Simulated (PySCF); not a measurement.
Gas-phase reaction: 2 SiH4 + 2 C4H6 (butadiene) → 2 (CH3)2Si + C4H8 (isobutene)

Computed with PySCF and rigid-rotor harmonic-oscillator thermochemistry at 1 bar. † marks an energy on the PBE0/def2-TZVP geometry and frequencies; other levels use their own. MP2 and CCSD(T) freeze the core. 6-31G* has spherical d functions here. All species are closed-shell singlets. B3LYP is the form with VWN-RPA correlation. No R ln 2 is added for the mirror-image form of (CH3)2Si. (CH3)2Si: computed as isolated molecules; such fragments, hydroxides, amides, oligomers or adducts are transient or little studied in the gas. MP2 isn't extrapolated to the basis-set limit; its ΔH°(298 K) is 11.2 kJ in def2-SVP and -10.8 kJ in def2-TZVPP. CCSD(T) isn't extrapolated to the basis-set limit. The harmonic model lacks anharmonicity and excited electronic states, which grow with temperature; levels with a mode under 35 cm⁻¹ are left out. Internal rotation in C4H6 (butadiene), (CH3)2Si, C4H8 (isobutene) is treated as a harmonic vibration of one conformer, which makes the entropy rough.

ΔH° and ΔS° at 298 K: B3LYP/6-31G* 5 kJ, -73 J/K; CCSD(T)/def2-SVP† 21 kJ, -79 J/K; HF/6-31G* 26 kJ, -67 J/K; HF/def2-TZVP† 66 kJ, -79 J/K; M06-2X/def2-TZVP† -37 kJ, -79 J/K; MP2/def2-SVP† 11 kJ, -79 J/K.

**Question.** With the heat capacities included, give log10 K (1 bar) at 1000, 1400, 1800, 2000, 2500 K from B3LYP/6-31G*, CCSD(T)/def2-SVP†, HF/6-31G*, HF/def2-TZVP†, M06-2X/def2-TZVP†, MP2/def2-SVP†.

**Answer.** 
```json
[
 {"T (K)": "1000", "B3LYP/6-31G*": "-3.9", "CCSD(T)/def2-SVP†": "-5.0", "HF/6-31G*": "-4.6", "HF/def2-TZVP†": "-7.3", "M06-2X/def2-TZVP†": "-1.9", "MP2/def2-SVP†": "-4.4"},
 {"T (K)": "1400", "B3LYP/6-31G*": "-3.8", "CCSD(T)/def2-SVP†": "-4.6", "HF/6-31G*": "-4.1", "HF/def2-TZVP†": "-6.2", "M06-2X/def2-TZVP†": "-2.4", "MP2/def2-SVP†": "-4.2"},
 {"T (K)": "1800", "B3LYP/6-31G*": "-3.7", "CCSD(T)/def2-SVP†": "-4.3", "HF/6-31G*": "-3.9", "HF/def2-TZVP†": "-5.6", "M06-2X/def2-TZVP†": "-2.6", "MP2/def2-SVP†": "-4.0"},
 {"T (K)": "2000", "B3LYP/6-31G*": "-3.7", "CCSD(T)/def2-SVP†": "-4.3", "HF/6-31G*": "-3.8", "HF/def2-TZVP†": "-5.4", "M06-2X/def2-TZVP†": "-2.7", "MP2/def2-SVP†": "-4.0"},
 {"T (K)": "2500", "B3LYP/6-31G*": "-3.6", "CCSD(T)/def2-SVP†": "-4.1", "HF/6-31G*": "-3.6", "HF/def2-TZVP†": "-5.0", "M06-2X/def2-TZVP†": "-2.9", "MP2/def2-SVP†": "-3.9"}
]
```
